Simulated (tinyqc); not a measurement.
Worked calculation: MP2 on RHF in the sto-3g basis, frozen core, for H2O, spin multiplicity 1. One step of it, computed by the program tinyqc.

Question. Iteration 1: diagonalisation and new density. Diagonalise F' = X^T F X, C = X C', fill 5 alpha and 5 beta electrons from the bottom; D = 2 C_occ C_occ^T. Each column has its largest component positive (the first on a tie).

Fock matrix F (hartree), order 1O 1s, 1O 2s, 1O 2px, 1O 2py, 1O 2pz, 2H 1s, 3H 1s:
```
[[-18.841724, -4.880672, 0.000000, -0.000198, -0.014169, -0.959800, -0.929750],
 [-4.880672, -1.836870, 0.000000, -0.002816, -0.218043, -0.677585, -0.661986],
 [0.000000, 0.000000, 0.273123, 0.000000, 0.000000, 0.000000, 0.000000],
 [-0.000198, -0.002816, 0.000000, 0.152457, -0.001619, -0.179663, 0.176687],
 [-0.014169, -0.218043, 0.000000, -0.001619, 0.178933, -0.229287, -0.226183],
 [-0.959800, -0.677585, 0.000000, -0.179663, -0.229287, -0.213669, -0.253488],
 [-0.929750, -0.661986, 0.000000, 0.176687, -0.226183, -0.253488, -0.205972]]
```

X, order 1O 1s, 1O 2s, 1O 2px, 1O 2py, 1O 2pz, 2H 1s, 3H 1s:
```
[[1.023870, -0.139446, 0.000000, -0.000187, -0.009293, 0.020346, 0.019969],
 [-0.139446, 1.191576, 0.000000, 0.002669, 0.094490, -0.254698, -0.246106],
 [0.000000, 0.000000, 1.000000, 0.000000, 0.000000, 0.000000, 0.000000],
 [-0.000187, 0.002669, 0.000000, 1.082435, 0.001278, -0.194162, 0.190276],
 [-0.009293, 0.094490, 0.000000, 0.001278, 1.052630, -0.141884, -0.138059],
 [0.020346, -0.254698, 0.000000, -0.194162, -0.141884, 1.168198, -0.086083],
 [0.019969, -0.246106, 0.000000, 0.190276, -0.138059, -0.086083, 1.161039]]
```

Give: F' = X^T F X; orbital energies; coefficients C; D after iteration 1.

Answer.

F' = X^T F X (hartree):
```
[[-18.4650, -2.6367, 0.0000, -0.0002, -0.0250, -0.1377, -0.1295],
 [-2.6367, -0.7687, 0.0000, 0.0012, -0.0609, -0.3608, -0.3491],
 [0.0000, 0.0000, 0.2731, 0.0000, 0.0000, 0.0000, 0.0000],
 [-0.0002, 0.0012, 0.0000, 0.3301, 0.0008, -0.2993, 0.2939],
 [-0.0250, -0.0609, 0.0000, 0.0008, 0.2923, -0.2408, -0.2350],
 [-0.1377, -0.3608, 0.0000, -0.2993, -0.2408, 0.1645, -0.0908],
 [-0.1295, -0.3491, 0.0000, 0.2939, -0.2350, -0.0908, 0.1560]]
```

orbital energies (hartree): [-18.8531, -0.7308, -0.1307, 0.1072, 0.2731, 0.6043, 0.7125]

coefficients C, order 1O 1s, 1O 2s, 1O 2px, 1O 2py, 1O 2pz, 2H 1s, 3H 1s:
```
[[0.9932, -0.2220, -0.0001, -0.1522, 0.0000, -0.0983, -0.0085],
 [0.0297, 0.7777, 0.0015, 0.7438, 0.0000, 0.6414, 0.0582],
 [0.0000, 0.0000, 0.0000, 0.0000, 1.0000, 0.0000, 0.0000],
 [0.0001, 0.0027, -0.5275, -0.0061, 0.0000, -0.0702, 0.9810],
 [0.0038, 0.2047, 0.0009, -0.5906, 0.0000, 0.8727, 0.0630],
 [-0.0062, 0.1980, -0.5191, -0.3989, 0.0000, -0.6343, -0.7906],
 [-0.0060, 0.1938, 0.5303, -0.3987, 0.0000, -0.7278, 0.6813]]
```

D after iteration 1, order 1O 1s, 1O 2s, 1O 2px, 1O 2py, 1O 2pz, 2H 1s, 3H 1s:
```
[[2.1178, -0.5127, 0.0000, 0.0009, 0.0965, 0.0214, 0.0233],
 [-0.5127, 2.3177, 0.0000, -0.0064, -0.5599, -0.2874, -0.2904],
 [0.0000, 0.0000, 2.0000, 0.0000, 0.0000, 0.0000, 0.0000],
 [0.0009, -0.0064, 0.0000, 0.5566, 0.0075, 0.5536, -0.5535],
 [0.0965, -0.5599, 0.0000, 0.0075, 0.7815, 0.5513, 0.5512],
 [0.0214, -0.2874, 0.0000, 0.5536, 0.5513, 0.9356, -0.1556],
 [0.0233, -0.2904, 0.0000, -0.5535, 0.5512, -0.1556, 0.9555]]
```
